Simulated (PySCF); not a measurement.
Gas-phase reaction: C3O2 = 2 CO + C

Energies from PySCF, thermal terms from the rigid-rotor harmonic-oscillator model, ideal gas at 1 bar. The comparison is the NASA 1993 polynomial table, which mixes measured and estimated data. † marks an energy on the PBE0/def2-TZVP geometry and frequencies; other levels use their own. MP2 and CCSD(T) freeze the core. Open shells (unrestricted): C (multiplicity 3, electronic degeneracy 9); the rest are closed-shell singlets. Spin-orbit splitting is ignored; it lowers the true energy and changes the entropy of C. MP2 isn't extrapolated to the basis-set limit; its ΔH°(298 K) is 615.7 kJ in def2-SVP and 626.6 kJ in def2-TZVPP. CCSD(T) isn't extrapolated to the basis-set limit; its ΔH°(298 K) is 541.9 kJ in def2-SVP and 548.3 kJ in def2-TZVPP. The harmonic model lacks anharmonicity and excited electronic states, which grow with temperature; levels with a mode under 35 cm⁻¹ are left out. Soft modes under 120 cm⁻¹ make the harmonic entropy rough for C3O2. The table's entry may be an old estimate for C3O2 (not checked at source). Warning, large T1 diagnostic: C3O2 (CCSD(T)/def2-TZVPP†).

| level | ΔH°(298 K), kJ | minus table | ΔG°(2500 K), kJ |
|---|---|---|---|
| table | 589.3 | - | -90.6 |
| BLYP/def2-TZVP† | 665.3 | 76.0 | -15.5 |
| CCSD(T)/def2-TZVPP† | 548.3 | -41.0 | -132.5 |
| MP2/def2-SVP† | 615.7 | 26.4 | -65.1 |
| PBE/def2-SVP | 781.7 | 192.4 | 71.9 |
| PBE0/def2-SVP† | 716.6 | 127.3 | 35.7 |
| PBE0/def2-TZVP | 683.5 | 94.2 | 2.7 |
| LDA/def2-TZVP† | 895.6 | 306.3 | 214.7 |
| ωB97M-V/def2-TZVP† | 591.3 | 2.0 | -89.5 |
| ωB97X-V/def2-TZVP† | 598.6 | 9.3 | -82.3 |
